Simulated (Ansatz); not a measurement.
```yaml
crystal:
  periodic: [false, false, false]
  atoms:
    - {symbol: Al, position_ang: [0.000000, 0.000000, -1.753026]}
    - {symbol: N, position_ang: [0.000000, 0.000000, 0.043133]}
    - {symbol: Ge, position_ang: [0.000000, 0.000000, 1.709893]}
basis:
  gaussian: {orbitals: def2-TZVP}
hamiltonian: {xc: pbe0}
relax: {f_tol: 0.004, max_steps: 80}
```

```sh
$ ansatz run in.yaml --threads 1 --pin off --events-out ev --progress --plain --max-ram 2176MiB
```

Steps of the relaxation (energy above the last step; positions in Å, forces in eV/Å):

```
3
step 1, 1.1 meV
Al    0.000    0.000   -1.753    0.000    0.000   -0.060
N     0.000    0.000    0.043    0.000    0.000   -0.241
Ge    0.000    0.000    1.710    0.000    0.000    0.301
```

```
3
step 2, 0.2 meV
Al    0.000    0.000   -1.755    0.000    0.000   -0.031
N     0.000    0.000    0.042    0.000    0.000   -0.076
Ge    0.000    0.000    1.713    0.000    0.000    0.106
```

```
3
step 3, 0.0 meV
Al    0.000    0.000   -1.757    0.000    0.000   -0.005
N     0.000    0.000    0.042    0.000    0.000    0.005
Ge    0.000    0.000    1.715    0.000    0.000    0.000
```

```
3
step 4, 0.0 meV
Al    0.000    0.000   -1.757    0.000    0.000   -0.001
N     0.000    0.000    0.042    0.000    0.000    0.001
Ge    0.000    0.000    1.715    0.000    0.000    0.000
```

Close pairs at the end: N2–Ge3 1.674 Å, Al1–N2 1.799 Å.

A stationary point of restricted PBE0 after 4 steps (its stability towards spin polarisation wasn't tested); no frequencies were run, so it isn't proven a minimum. 13 s on 1 thread of Arm Neoverse V2, shared host.
